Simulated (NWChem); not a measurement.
# hydrazine (N2H4); SMILES NN

Computed with NWChem. Coordinates come from a PBE-D3(BJ)/def2-SVP optimisation. Static field.

Q: Estimate the computed values for PBE/Sadlej pVTZ. Quantities: isotropic polarisability (bohr³); anisotropy (bohr³).

A: 
```
Property                          Result
--------------------------------  ------
isotropic polarisability (bohr³)    25.2
anisotropy (bohr³)                   5.1
```
